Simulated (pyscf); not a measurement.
This saddle point was located with ωB97X-D3(BJ)/def2-SVP in PySCF.

```xyz
6

Cl     0.5525    -0.9018     1.7515
Ge    -1.1871    -0.6525     0.4422
Cl    -0.9149    -2.0349    -1.1893
H     -2.5411     0.5005    -0.1956
H     -1.7455     1.1726    -0.6528
Cl    -0.2887     1.4071    -0.7565
```
Charge 0, spin multiplicity 2.

Surface: doublet, charge 0. Lowest wavenumbers (cm⁻¹): 937i, 100, 104, 148, 245.

Which two sides does it connect, and which bonds change?

`[Cl][GeH][Cl]` [doublet] + `[ClH]` <-> `[Cl][Ge]([Cl])[Cl]` [doublet] + `[H][H]`, a four-centre exchange read from left to right: Ge–H, Cl–H broken and Cl–Ge, H–H formed. At ωB97M-D3(BJ)/def2-TZVP it lies +130.5 kJ/mol from the left side and +187.1 kJ/mol from the right (each side as separated species at their lowest minima found). This is the saddle that the search found; another between the same sides may lie lower. Elements up to Kr have no core potential and no relativistic terms here.
